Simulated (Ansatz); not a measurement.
Two shapes of singlet CH3(+).

Shape 1:

```xyz
4

C     0.0336   -0.0010    0.0370
H     1.1130   -0.0120    0.0477
H    -0.5226    0.9853   -0.0280
H    -0.5979   -0.9391    0.0102
```

Shape 2:

```xyz
4

C     0.0000    0.0000    0.0000
H     1.0157    0.0000    0.0000
H    -0.5079    0.8797    0.0000
H    -0.5079   -0.8797    0.0000
```

Basis set: 6-31G* (spherical functions). Correlated methods keep 1 orbital frozen. Charge 1, multiplicity 1.

Computed with Ansatz (development build ahead of 0.2.0); each method stands on the lowest determinant of its kind that the runs found.

(1) Which shape is lower in energy, and by how much in each method?

Results:

(1)

| method | E(2) − E(1) (eV) |
| --- | --- |
| RHF | 0.139 |
| RHF-MP2 | 0.261 |

Shape 1 is lower.
